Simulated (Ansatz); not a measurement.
CH2⁺, doublet: reading a ladder of total energies

Geometry: a PBE0/def2-TZVP stationary point for this spin, not checked as a minimum.

```xyz
3

C     0.0000    0.0000    0.0000
H     0.0000    0.0000   -1.0935
H     0.0000    0.0000    1.0935
```

Basis cc-pVTZ; Ansatz 0.2.0. Correlated methods freeze the noble-gas cores, which leaves 5 electrons in 57 orbitals. R marks a restricted (for open shells ROHF) determinant, U an unrestricted one.

Full CI is exact within this basis and frozen core; it isn't the basis-set limit. The frozen core follows each run's orbitals, which can shift R against U totals by a few meV.

UCCSD has a T1 diagnostic of 0.009 and a largest doubles amplitude of 0.07.

Runs differ by some tens of microhartree through their thresholds and, for an open shell, their frozen cores, so the step to full CI, which has another core, is uncertain by up to 0.1 kcal/mol.

```
    level  total energy (hartree)
      UHF              -38.575044
     UMP2              -38.671219
    UCCSD              -38.691648
 UCCSD(T)              -38.693860
   UCCSDT              -38.694287
UCCSDT(Q)              -38.694323
  full CI              -38.694276
```

Task: What is the correlation energy at full CI, and what share of it do UMP2 and UCCSD(T) recover?

Result: E(corr) = -38.694276 − (-38.575044) = -0.119232 hartree = -3.244 eV. UMP2: -0.096175 / -0.119232 = 80.66 %. UCCSD(T): -0.118816 / -0.119232 = 99.65 %.

Task: By how many kcal/mol does UCCSD(T) miss full CI (1 hartree = 627.509 kcal/mol), and which steps make up the rest?

Result: -38.693860 − (-38.694276) = 0.000416 hartree = 0.26 kcal/mol. Steps: UCCSDT − UCCSD(T) = -0.27, UCCSDT(Q) − UCCSDT = -0.02, full CI − UCCSDT(Q) = 0.03 kcal/mol. That is within 1 kcal/mol of the reference in this basis, which itself misses far more of the correlation at the basis-set limit.
